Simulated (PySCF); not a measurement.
Compound: cyclobutanol, C4H8O.
Bonds: O1–C2, C2–C3, C3–C4, C4–C5, C2–C5. Hydrogens: H6 on O1; H7 on C2; H8, H9 on C3; H10, H11 on C4; H12, H13 on C5.

Torsions of this conformer, `[OH:1][CH:2]1[CH2:3][CH2:4][CH2:5]1`: H–O1–C2–C3 68°.

The closed-shell ground state was solved at several levels (PySCF, density fitting, gas phase, non-relativistic). Isolated species at its GFN2-xTB geometry (one conformer only).

```csv
level,basis functions,total energy (Eh),HOMO (eV),LUMO (eV),gap (eV),dipole (D)
CAM-B3LYP/def2-SVPD,167,-232.1581,-9.04,1.28,10.32,1.60
PBE0/pcSseg-1,125,-232.1312,-7.44,1.38,8.82,1.54
PBE0/def2-SVPD,167,-232.0095,-7.57,0.64,8.21,1.54
```

**Question.** What might B3LYP/pcJ-1 (215 basis functions) give for the same quantities?

**Answer.** Total energy -232.4445 Eh, HOMO -7.17 eV, LUMO 1.06 eV, gap 8.23 eV, dipole 1.55 D.

**Question.** Over all these levels, which gives the widest orbital gap and which the narrowest?

**Answer.** CAM-B3LYP/def2-SVPD (range-separated hybrid) has the widest, 10.32 eV, and PBE0/def2-SVPD (global hybrid, 25 % exact exchange) the narrowest, 8.21 eV. The two share the basis. From the narrowest to the widest the HOMO moves by -1.47 eV and the LUMO by +0.64 eV.

**Question.** How far do the dipole and the HOMO energy spread over the levels?

**Answer.** The dipole runs from 1.54 to 1.60 D (mean 1.56 D) and the HOMO from -9.04 to -7.17 eV.
